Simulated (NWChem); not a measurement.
Species: BF3; SMILES FB(F)F

```xyz
4

B      0.0000     0.0000    -0.0023
F     -0.3492    -1.2763     0.0004
F     -0.9307     0.9406     0.0004
F      1.2799     0.3357     0.0004
```
Atoms are numbered in this order, from 1.

All runs: NWChem. Pople sets run with spherical d functions. Structure relaxed at the PBE-D3(BJ)/def2-SVP level. Atomic charges in e: unrestrained fits to the electrostatic potential beside Mulliken populations; the two definitions need not agree.

For level Hartree-Fock/6-31G*:

```
Item         Value
-----------  -----
ESP B1        1.07
Mulliken B1   1.13
Mulliken F2  -0.38
Mulliken F3  -0.38
Mulliken F4  -0.38
```

Question: Estimate the same quantities for level B3LYP/def2-SVP.

Answer: 
| Item | Value |
|---|---|
| ESP B1 | 0.92 |
| Mulliken B1 | 0.30 |
| Mulliken F2 | -0.10 |
| Mulliken F3 | -0.10 |
| Mulliken F4 | -0.10 |
